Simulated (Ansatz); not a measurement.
## Ansatz (development build ahead of 0.2.0) run

```yaml
crystal:
  periodic: [false, false, false]
  atoms:
    - { symbol: O, position_ang: [0.0, 0.0, 0.0] }
    - { symbol: F, position_ang: [0.0, 2.058, 1.1882] }
    - { symbol: P, position_ang: [0.0, -2.8946, 1.6712] }
basis:
  gaussian: { orbitals: pcseg-2 }
total_charge: 1
magnetization:
  spin_polarized: true
  initial_magnetization: 3
hamiltonian:
  xc: r2scan
```

The input is written out in the form of the current development build from the run's settings.

Results

```yaml
Converged: yes
Total_energy: -515.65871 hartree
Spin_squared_of_the_determinant: 4.819
Stability_test: minimum
```

Caution: charge can spread falsely over distant fragments; the unrestricted determinant is a mixture of spin states; other spin multiplicities may lie lower.
